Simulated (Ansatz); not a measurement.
# Low-lying states of C2H4

Calculated in Ansatz's Gaussian-basis code. State-averaged CASSCF with equal weights; occupations are averaged over the states; levels count from the state that is lowest in CASSCF. CASSCF levels without dynamic correlation can be off by over 1 eV. Solutions may break the symmetry of the shape. The lowest solution met needn't be the lowest there is, nor hold the orbitals that a chemist would pick.

Geometry:

```xyz
6

C     0.0000    0.0000    0.6695
C     0.0000    0.0000   -0.6695
H    -0.6568    0.6568    1.2321
H     0.6568   -0.6568    1.2321
H     0.6568    0.6568   -1.2321
H    -0.6568   -0.6568   -1.2321
```

Basis cc-pVDZ, nonrelativistic, 2 orbitals frozen in the corrections; active space CAS(4,4). Averaged: 3 singlets.

(1) Give the levels in order.

Same geometry.

Basis cc-pVDZ, nonrelativistic, 2 orbitals frozen in the corrections; active space CAS(4,4). Averaged: 1 singlet, 1 triplet.

(2) Give the levels in order, with their spins.

Same geometry.

Basis cc-pVDZ, nonrelativistic, 2 orbitals frozen in the corrections; active space CAS(4,4). Averaged: 1 singlet, 1 triplet, 1 quintet.

(3) Give the levels in order, with their spins.

## Answers

(1) 

| state | CASSCF (eV) |
| --- | --- |
| singlet | 0.000 |
| singlet | 3.102 |
| singlet | 3.161 |

Occupations: 1.98, 1.00, 1.00, 0.02.

(2) 

```tsv
state	CASSCF (eV)
triplet	0.000
singlet	0.043
```

Occupations: 1.98, 1.00, 1.00, 0.02.

(3) 

| state | CASSCF (eV) |
| --- | --- |
| triplet | 0.000 |
| singlet | 0.078 |
| quintet | 11.544 |

Occupations: 1.66, 1.00, 1.00, 0.34.
